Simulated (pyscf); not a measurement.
Structures and frequencies: ωB97X-D3(BJ)/def2-SVP in PySCF. MP2 and CC: frozen core, UHF for open shells. ΔMP2 is the change of the MP2 total energy from the triple- to the quadruple-zeta basis.

Problem. What are the homolytic bond dissociation enthalpies (298 K) of `[Cl][BH][Cl]` at CCSD(T)/def2-TZVPP + ΔMP2(QZVPP), weakest first?

Solution. B–H to [Cl–B–Cl]• + H•: 104.5 kcal/mol; B–Cl to Cl• + [HB–Cl]•: 121.2 kcal/mol. Ring and multiple bonds, and those that leave no two simple radicals, are not listed. The radicals are drawn with the spin at the cut bond; how far it spreads was not checked. The CCSD(T) − MP2 part came from Ansatz, without density fitting, on the same reference. Left out: the spin-orbit lowering of Cl.
